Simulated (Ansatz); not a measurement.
**CN− (SMILES [C-]#N): functionals against CCSD(T) at one geometry**

An exercise on one series of results from a longer session: the logs are not shown, and one member is left open.

Program: Ansatz 0.2.0, Gaussian basis. Level of theory: single points in def2-TZVPPD. These are calculated values, not measurements.

Cores are frozen in the correlated methods.

## The starting structure

2 atoms, charge -1, spin multiplicity 1.

Atoms are counted from 1 here; the program's logs count them from 0.

Bond lengths: C1–N2 1.250 Å.

Geometry (Å):

```xyz
2
charge -1, multiplicity 1
C     0.5876   -0.1900    0.1966
N    -0.5228    0.1235   -0.2831
```

The first run:

Contents of run/in.yaml:

```yaml
crystal:
  periodic: [false, false, false]
  atoms:
    - {symbol: C, position_ang: [0.587600, -0.190000, 0.196600]}
    - {symbol: N, position_ang: [-0.522800, 0.123500, -0.283100]}
basis:
  gaussian: {orbitals: "def2-TZVPPD.json"}
total_charge: -1
correlation: {method: ccsd_t}
output: {forces: true}
```

The basis file named in the input lies beside it (Basis Set Exchange, JSON).

The command line of these runs was not kept.

Among the steps run: CCSD(T)/def2-TZVPPD; PBE0-D4/def2-TZVPPD; wB97M-V/def2-TZVPPD; r2SCAN-D4/def2-TZVPPD; PBE-D4/def2-TZVPPD; r2SCANh-D4/def2-TZVPPD; B97M-V/def2-TZVPPD.

One of the session's tables, all rows but one given; the rest of the session is left out.

```
    method  RMS force component (eV/Å)
   CCSD(T)                       3.121
   PBE0-D4                       3.978
   wB97M-V                       4.101
 r2SCAN-D4                       3.716
    PBE-D4                           ?
r2SCANh-D4                       3.951
    B97M-V                       3.910
```

Estimate the missing values for PBE-D4.

**Answer.** RMS force component (eV/Å): 3.205. In the column «RMS force component (eV/Å)» it lies between CCSD(T) (3.121) and r2SCAN-D4 (3.716).
